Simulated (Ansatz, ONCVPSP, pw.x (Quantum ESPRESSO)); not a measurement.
**magnesium (Mg): does the ONCV potential hold in the solid?**

```
Element                 : Mg
Generator               : ONCVPSP 4.0.1.1 (patched build)
Type                    : optimised norm-conserving Vanderbilt (ONCV)
Functional              : LDA (Perdew-Wang 92)
Relativity              : scalar-relativistic
Frozen core             : [Ne]
Valence charge          : 2
Reference configuration : 3s0.5 (charge +1.5)
Partial waves           : 3s: rc 2.20 bohr, ncon 5, nbas 10, qcut 3.6 1/bohr, 1 projector; p scattering state at 0.02 Ha: rc 2.20 bohr, ncon 5, nbas 9, qcut 3.1 1/bohr, local; d scattering state at 0.07 Ha: rc 2.40 bohr, ncon 3, nbas 7, qcut 4 1/bohr, 2 projectors, debl 2.3 Ha
Local potential         : the p channel
Core correction         : polynomial model core, fcfact 0.15
```

In the p channel the program set the typed energies aside and used 0.050 Ha.

Crystal test: bcc Mg in pw.x 7.5, no spin, 13³ k-points, Fermi–Dirac smearing 0.01 Ry, cutoffs 50/200 Ry. The reference is all-electron LAPW (Ansatz 0.2.0) with the same functional, mesh and smearing; V0 and B0 come from Birch–Murnaghan fits to the pressures at five volumes. Errors are pseudo minus all-electron; Δ is the rms difference of the E(V) curves that follow from these fits, minima aligned, over ±6 % about the mean V0. Mesh and smearing are coarse, so the numbers serve the comparison and aren't converged zero-temperature values; the lattice is a test structure that the element need not adopt.

```json
{"V (Å³/atom)": "20.498", "P all-electron (GPa)": "2.38", "P pseudo (GPa)": "0.01"}
{"V (Å³/atom)": "21.038", "P all-electron (GPa)": "1.20", "P pseudo (GPa)": "-1.00"}
{"V (Å³/atom)": "21.577", "P all-electron (GPa)": "0.17", "P pseudo (GPa)": "-1.88"}
{"V (Å³/atom)": "22.116", "P all-electron (GPa)": "-0.75", "P pseudo (GPa)": "-2.66"}
{"V (Å³/atom)": "22.656", "P all-electron (GPa)": "-1.55", "P pseudo (GPa)": "-3.34"}
```

All-electron: a0 = 3.513 Å (V0 = 21.67 Å³/atom), B0 = 38.2 GPa.

Pseudopotential: mean pressure error (GPa): -2.07; a0 (Å): 3.448; a0 error (%): -1.83; B0 error (%): +7.2; Δ (meV/atom): 10.1. This is a poor potential for the solid.

At the middle volume, how do free energy and pressure move when the wave cutoff is lowered (ecutrho kept at four times it)?

| cutoff (Ry) | shift of F (meV/atom) | shift of P (GPa) |
| --- | --- | --- |
| 22 | +1.0 | -0.01 |
| 30 | +0.6 | +0.01 |
| 40 | +0.1 | -0.00 |

The run at the middle volume (84 k-points, 6 iterations) took about 8.2 s on one core of a shared host (Neoverse-N1, 64 threads, 124 GiB, load 58).
